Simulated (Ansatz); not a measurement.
**Molecular dynamics of C2H8Si**

Input:

```yaml
crystal:
  periodic: [false, false, false]
  atoms:
    - { symbol: Si, position_ang: [-1.168643, 0.201144, -0.291209] }
    - { symbol: C, position_ang: [0.469699, -1.410756, -0.189202] }
    - { symbol: H, position_ang: [-0.547766, -0.875929, -1.200694] }
    - { symbol: H, position_ang: [-1.728434, -0.435611, 0.961232] }
    - { symbol: C, position_ang: [0.019754, 1.615705, 0.189525] }
    - { symbol: H, position_ang: [0.008747, -2.357458, 0.142693] }
    - { symbol: H, position_ang: [1.137579, -1.580444, -1.056052] }
    - { symbol: H, position_ang: [1.040536, -0.925984, 0.624011] }
    - { symbol: H, position_ang: [0.755404, 1.786749, -0.622671] }
    - { symbol: H, position_ang: [-0.556786, 2.556253, 0.308208] }
    - { symbol: H, position_ang: [0.569908, 1.42623, 1.134261] }
magnetization:
  spin_polarized: true
basis:
  gaussian: { orbitals: def2-SVP }
hamiltonian:
  xc: pbe
  dispersion: d4
md:
  timestep: 0.5
  n_steps: 200
  ensemble: nve
  temperature: 300.0
  initial_velocities: maxwell_boltzmann
  seed: 2813
```

Launched with:

```bash
$ ansatz run input.yaml --threads 2 --pin off --max-ram 3072MiB --backend cpu --events-out ev --progress --plain --runs-dir out
```

It starts at the highest image of a converged band. Of that band: Neighbouring images differ by up to 1.4 eV, so the band resolves the path poorly. A vibrational analysis at the climbing image gives one clearly imaginary mode, 1091i cm⁻¹: a first-order saddle point.

Output, in part (step lines, the closing report, with atoms numbered from 0):

```
md step     0: t =     0.00 fs  T =   300.0 K  F+E_penalty+E_count = -10068.23419296 eV  E_kin = 0.349002 eV  conserved = -10067.88519096 eV  (31 SCF iters)
md step     1: t =     0.50 fs  T =   291.0 K  F+E_penalty+E_count = -10068.22353697 eV  E_kin = 0.338488 eV  conserved = -10067.88504859 eV  (31 SCF iters)
md step     2: t =     1.00 fs  T =   266.5 K  F+E_penalty+E_count = -10068.19460387 eV  E_kin = 0.310084 eV  conserved = -10067.88452012 eV  (32 SCF iters)
md step     3: t =     1.50 fs  T =   233.9 K  F+E_penalty+E_count = -10068.15585450 eV  E_kin = 0.272104 eV  conserved = -10067.88375005 eV  (32 SCF iters)
md step     4: t =     2.00 fs  T =   203.2 K  F+E_penalty+E_count = -10068.11936369 eV  E_kin = 0.236348 eV  conserved = -10067.88301542 eV  (32 SCF iters)
md step     5: t =     2.50 fs  T =   183.9 K  F+E_penalty+E_count = -10068.09654331 eV  E_kin = 0.213932 eV  conserved = -10067.88261124 eV  (32 SCF iters)
md step     6: t =     3.00 fs  T =   181.3 K  F+E_penalty+E_count = -10068.09366603 eV  E_kin = 0.210970 eV  conserved = -10067.88269553 eV  (31 SCF iters)
md step     7: t =     3.50 fs  T =   194.5 K  F+E_penalty+E_count = -10068.10947981 eV  E_kin = 0.226280 eV  conserved = -10067.88319962 eV  (31 SCF iters)
[... lines left out ...]
Total energy: -10069.38604209 eV, -370.0431117717 hartree
Atom 0 at    -0.882575     0.085658    -0.164694 Å, force    -2.935908    -1.598135    -2.093190 eV/Å
Atom 1 at     0.267162    -1.372730    -0.285357 Å, force    -0.168909    -0.443837     2.604784 eV/Å
Atom 2 at    -1.868104     0.096027    -1.532261 Å, force     1.381067     0.327545     1.063428 eV/Å
Atom 3 at    -2.046569    -0.457821     0.647382 Å, force     0.267316     0.530719     0.614681 eV/Å
Atom 4 at    -0.116345     1.727278     0.132431 Å, force    -2.527517     1.518169    -1.814943 eV/Å
Atom 5 at    -0.225414    -2.275988    -0.716241 Å, force     0.657460     0.461979    -0.942495 eV/Å
Atom 6 at     1.298678    -0.977210    -0.541133 Å, force    -0.580724    -1.222122     0.013564 eV/Å
Atom 7 at     0.154393    -1.763171     0.830936 Å, force     1.106528     0.866723    -1.381588 eV/Å
Atom 8 at     0.740474     1.800295    -0.579036 Å, force     0.676142     0.448096     1.376343 eV/Å
Atom 9 at    -0.841046     2.320466    -0.555200 Å, force     0.431623    -0.607266     0.379791 eV/Å
Atom 10 at    -0.468601     2.286313     1.037630 Å, force     1.692923    -0.281871     0.179625 eV/Å
Dipole moment:     0.223894     0.171690     0.115723 e Å
```

The steps, from the saved trajectory:

```tsv
time (fs)	T (K)	potential energy less start (eV)	conserved less start (meV/atom)
0.0	300	0.000	0.00
3.0	181	0.141	0.23
6.0	258	0.050	0.09
9.0	356	-0.063	0.22
12.0	806	-0.588	0.11
15.0	1400	-1.279	0.04
18.0	1842	-1.793	-0.01
21.0	1958	-1.928	-0.02
24.0	1777	-1.718	0.02
27.0	1440	-1.327	-0.06
30.0	929	-0.731	0.13
33.0	789	-0.568	0.11
36.0	1309	-1.174	0.05
39.0	1837	-1.790	-0.19
42.0	1552	-1.456	0.07
45.0	1306	-1.170	-0.01
48.0	1112	-0.943	0.17
51.0	1284	-1.146	-0.15
54.0	1072	-0.894	0.31
57.0	1663	-1.588	-0.19
60.0	1710	-1.641	-0.01
63.0	1373	-1.248	0.07
66.0	1172	-1.014	0.05
69.0	1033	-0.854	-0.07
72.0	748	-0.519	0.20
75.0	1097	-0.927	0.01
78.0	1566	-1.472	0.03
81.0	1958	-1.929	-0.02
84.0	1937	-1.906	-0.16
87.0	1242	-1.095	0.07
90.0	947	-0.753	0.05
93.0	1059	-0.883	-0.03
96.0	961	-0.769	0.02
99.0	1077	-0.903	0.17
```

The run went to its last step. The conserved energy stayed within 0.32 meV per atom of its start (net change 0.1 meV per atom), so the integration is sound. The kinetic energy rose, since the run started high on the potential surface and went downhill. A run of 0.1 ps of so small a system gives no equilibrium averages. The orbitals stay closed-shell, which can raise the energy where a bond breaks towards radicals; this wasn't checked here.

Between its relaxed ends the band would form C2–H3 and break Si1–C2, Si1–H3. These pairs go: C2–H3 1.53 → 2.88 Å, Si1–C2 2.30 → 1.86 Å, Si1–H3 1.54 → 1.69 Å. In the last frame they stand as before the step (other bonds may differ from the relaxed reactants and products). These pairs come and go: their bonding changes 6 times, last at 65 of 100 fs, so the outcome isn't settled. It ends as one piece, C2H8Si. Pairs count as bonded within 1.25 times the sum of covalent radii (0.12 Å more for H–H).

Last frame:

```xyz
11
Properties=species:S:1:pos:R:3
Si -0.883 0.086 -0.165
C 0.267 -1.373 -0.285
H -1.868 0.096 -1.532
H -2.047 -0.458 0.647
C -0.116 1.727 0.132
H -0.225 -2.276 -0.716
H 1.299 -0.977 -0.541
H 0.154 -1.763 0.831
H 0.741 1.800 -0.579
H -0.841 2.321 -0.555
H -0.469 2.286 1.038
```

The run took 4.9 min on 2 threads of Intel(R) Xeon(R) Platinum 8488C (Sapphire Rapids), with other jobs on the host, peak memory 0.16 GiB.
